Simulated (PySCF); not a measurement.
Bond curve of AlS⁻

Set-up: basis Al aug-pcseg-1, S aug-pcseg-1; no relativity; PySCF 2.14. Energies in eV from Al + S⁻ in their ground configurations at the same level. State: ¹Σ⁺ (singlet), closed shell.

| R (Å) | B3LYP |
| --- | --- |
| 1.814 | -3.279 |
| 1.898 | -3.933 |
| 1.982 | -4.297 |
| 2.046 | -4.430 |
| 2.109 | -4.474 |
| 2.172 | -4.450 |
| 2.257 | -4.339 |
| 2.362 | -4.116 |
| 2.489 | -3.775 |
| 2.657 | -3.267 |

Problem. Put a parabola through the three lowest points of the B3LYP curve and estimate Re, k and ωe (reduced mass 14.63 u; 1 eV/Å² = 0.16022 mdyn/Å; ωe = 1302.8·√(k/μ) cm⁻¹).

Solution. Through R = 2.046, 2.109, 2.172 Å the second-order coefficient is 8.57 eV/Å², so Re ≈ 2.118 Å, k ≈ 2.74 mdyn/Å and ωe ≈ 564 cm⁻¹. A polynomial fit of higher order to the unrounded B3LYP energies gives Re = 2.115 Å, k = 2.65 mdyn/Å, ωe = 554 cm⁻¹; anharmonicity and rounding make the difference.

The higher-order fit for each curve: B3LYP: Re = 2.115 Å, ωe = 554 cm⁻¹, De = 4.47 eV.

For an ion De counts to the pair picked by the measured ionisation energies or electron affinities, which need not be the lowest pair at this level.
